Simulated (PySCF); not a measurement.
Species: ethylene carbonate, C₃H₄O₃.
Bonds: O1–C2 (double), C2–O3, O3–C4, C4–C5, C5–O6, C2–O6. Hydrogens: H7, H8 on C4; H9, H10 on C5.

The same species was optimised twice, with GFN2-xTB and with PBE0-D3(BJ)/def2-SVP (PySCF), and the same property calculations (PySCF, gas phase) were run on both structures.

```csv
coordinate,GFN2-xTB,PBE0-D3(BJ)/def2-SVP,change
C4–C5 (Å),1.543,1.526,-0.017
C2–O6 (Å),1.345,1.350,+0.005
C2–O3 (Å),1.345,1.350,+0.005
O1=C2 (Å),1.184,1.185,+0.001
O3–C4 (Å),1.414,1.414,0.000
C5–O6 (Å),1.414,1.414,0.000
O3–C2–O6 (°),111.0,109.7,-1.3
O3–C4–C5 (°),103.8,102.5,-1.3
C4–C5–O6 (°),103.8,102.6,-1.2
C2–O6–C5 (°),110.7,109.9,-0.8
C2–O3–C4 (°),110.7,110.0,-0.7
O1–C2–O6 (°),124.5,125.2,+0.7
O1–C2–O3 (°),124.5,125.1,+0.6
```

Rotational constants: A = 8082, B = 3898, C = 2721 MHz (GFN2-xTB) against A = 8168, B = 3883, C = 2746 MHz (PBE0-D3(BJ)/def2-SVP). Point groups within 0.08 Å: C2v and C2.

On the GFN2-xTB structure: isotropic polarisability (au) 43.7 [CAM-B3LYP/def2-SVPD]; HOMO (eV) -10.27 [CAM-B3LYP/def2-SVPD]; LUMO (eV) 0.78 [CAM-B3LYP/def2-SVPD]; dipole (D) 5.66 [CAM-B3LYP/def2-SVPD]; HOMO (eV) -8.64 [PBE0/pcSseg-1]; LUMO (eV) 0.84 [PBE0/pcSseg-1]; dipole (D) 5.63 [PBE0/pcSseg-1]; GIAO shielding of O1 (ppm) 38.5 [PBE0/pcSseg-1]; GIAO shielding of C2 (ppm) 27.5 [PBE0/pcSseg-1]; GIAO shielding of O3/O6 (mean) (ppm) 193.8 [PBE0/pcSseg-1]; GIAO shielding of C4/C5 (mean) (ppm) 121.7 [PBE0/pcSseg-1].

Problem. What do these properties become on the PBE0-D3(BJ)/def2-SVP structure?

Solution. 
```tsv
property	level	on GFN2-xTB	on PBE0-D3(BJ)/def2-SVP	change
isotropic polarisability (au)	CAM-B3LYP/def2-SVPD	43.7	44.1	+0.4
HOMO (eV)	CAM-B3LYP/def2-SVPD	-10.27	-10.29	-0.02
LUMO (eV)	CAM-B3LYP/def2-SVPD	0.78	0.83	+0.05
dipole (D)	CAM-B3LYP/def2-SVPD	5.66	5.57	-0.09
energy, GFN2-xTB geometry as zero (kcal/mol)	CAM-B3LYP/def2-SVPD	0.0	-0.3	-0.3
HOMO (eV)	PBE0/pcSseg-1	-8.64	-8.67	-0.03
LUMO (eV)	PBE0/pcSseg-1	0.84	0.94	+0.10
dipole (D)	PBE0/pcSseg-1	5.63	5.53	-0.10
energy, GFN2-xTB geometry as zero (kcal/mol)	PBE0/pcSseg-1	0.0	-0.5	-0.5
GIAO shielding of O1 (ppm)	PBE0/pcSseg-1	38.5	34.8	-3.7
GIAO shielding of C2 (ppm)	PBE0/pcSseg-1	27.5	27.5	0.0
GIAO shielding of O3/O6 (mean) (ppm)	PBE0/pcSseg-1	193.8	187.7	-6.1
GIAO shielding of C4/C5 (mean) (ppm)	PBE0/pcSseg-1	121.7	120.1	-1.6
```

The heavy atoms differ by 0.090 Å rms after alignment. Among bonds between heavy atoms C4–C5 changes most (-0.017 Å). Changes are differences of the printed values. Neither structure is proved a minimum here.
